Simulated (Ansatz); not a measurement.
The input, for Ansatz 0.2.0:

```yaml
crystal:
  periodic: [false, false, false]
  atoms:
    - {symbol: N, position_ang: [0.000000, 0.000000, 0.000000]}
    - {symbol: S, position_ang: [0.000000, 0.000000, 2.003000]}
basis:
  gaussian: {orbitals: cc-pVDZ}
magnetization: {spin_polarized: true, initial_magnetization: 1}
correlation: {method: ccsdt_q, electrons: outside_noble_gas}
```

```sh
$ ansatz run in.yaml --threads 1 --pin off --events-out ev --progress --plain --max-ram 2393MiB
```

The program prints:

```
577 factors; integrals over basis functions are off by at most 1.7e-7 eV
mean field evaluation 1: about -12292.2123 eV, gradient 9.4e0 eV
mean field evaluation 2: about -12292.2395 eV, gradient 9.4e0 eV
mean field evaluation 4: about -12292.9753 eV, gradient 5.1e0 eV
mean field evaluation 8: about -12293.3945 eV, gradient 1.4e0 eV
mean field evaluation 16: about -12296.4344 eV, gradient 7.0e-1 eV
mean field evaluation 32: about -12296.4448 eV, gradient 9.1e-2 eV
mean field evaluation 64: about -12293.5231 eV, gradient 3.8e-3 eV
mean field evaluation 96: about -12292.9922 eV, gradient 1.2e1 eV
mean field evaluation 128: about -12294.8993 eV, gradient 2.1e-2 eV
mean field evaluation 160: about -12294.4858 eV, gradient 7.2e0 eV
...
cycle  33  -6.97823702 eV  change   -1.7e-8 eV  update   2.4e-6
cycle  34  -6.97823851 eV  change   -1.5e-6 eV  update   1.8e-6
cycle  35  -6.97824165 eV  change   -3.1e-6 eV  update   1.4e-6
cycle  36  -6.97824436 eV  change   -2.7e-6 eV  update   1.2e-6
cycle  37  -6.97824900 eV  change   -4.6e-6 eV  update   9.9e-7
cycle  38  -6.97825315 eV  change   -4.1e-6 eV  update   8.2e-7
cycle  39  -6.97825750 eV  change   -4.4e-6 eV  update   6.4e-7
cycle  40  -6.97825885 eV  change   -1.4e-6 eV  update   4.4e-7
cycle  41  -6.97826007 eV  change   -1.2e-6 eV  update   3.3e-7
cycle  42  -6.97826049 eV  change   -4.2e-7 eV  update   2.6e-7
perturbative correction -0.07203910 eV, -0.0026473880 hartree
Total energy: -12303.49545106 eV, -452.1451182177 hartree
```

Ran on 1 thread of Intel Xeon Platinum 8488C, shared host: 9.5 s wall, 0.2 GiB peak host memory.
